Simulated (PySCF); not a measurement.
Gas-phase reaction: SiCl₂F₂ + SiF₄ ⇌ 2 SiF₃ + 2 Cl

Computed with PySCF and rigid-rotor harmonic-oscillator thermochemistry at 1 bar. † marks an energy on the PBE0/def2-TZVP geometry and frequencies; other levels use their own. CCSD(T) freezes the core. 6-31G* has spherical d functions here. Open shells (unrestricted): SiF₃ (multiplicity 2), Cl (multiplicity 2, electronic degeneracy 6); the rest are closed-shell singlets. Spin-orbit splitting is ignored; it lowers the true energy and changes the entropy of Cl. CCSD(T) isn't extrapolated to the basis-set limit; its ΔH°(298 K) is 921.2 kJ in def2-SVP and 970.7 kJ in def2-TZVPP. The harmonic model lacks anharmonicity and excited electronic states, which grow with temperature; levels with a mode under 35 cm⁻¹ are left out.

| level | ΔE electronic, kJ | ΔH°(298 K), kJ | ΔS°(298 K), J/K | ΔG°(2000 K), kJ |
|---|---|---|---|---|
| CCSD(T)/def2-SVP† | 930 | 921 | 296 | 335 |
| CCSD(T)/def2-TZVPP† | 979 | 971 | 296 | 385 |
| HF/6-31G* | 761 | 752 | 297 | 162 |
| HF/def2-TZVP† | 769 | 761 | 296 | 175 |
| PBE0/def2-SVP† | 964 | 956 | 296 | 370 |
| r2SCAN/def2-TZVP† | 978 | 970 | 296 | 384 |
| LDA/def2-TZVP† | 1099 | 1091 | 296 | 505 |
ΔH° is lowest at HF/6-31G* and highest at LDA/def2-TZVP†. No reference value is set beside these.
